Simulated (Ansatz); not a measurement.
Results of LDA (Ansatz, an electronic-structure program, PAW) for fcc Pd.

A relaxed, unreconstructed slab of the (100) face has 8 atoms, two equal faces of 7.379 Å² each and an energy of -54754.7148 eV. A bulk cell of 2 atoms with the same orientation and in-plane k mesh has -13689.1763 eV. Energies are extrapolated to zero smearing.

Run with plane-wave cutoff 500 eV, 20×20×1 k mesh (along the axes of the cell as run), Fermi–Dirac smearing 0.1 eV, scalar-relativistic PAW data made under PBE.

Worked out: γ = (E_slab − N E_bulk per atom)/2A = [-54754.7148 − 8 × (-13689.1763/2)]/(2 × 7.379) = 0.1349 eV/Å². With 16.022 J/m² per eV/Å² this is 2.16 J/m², or 1.00 eV per surface cell and face.
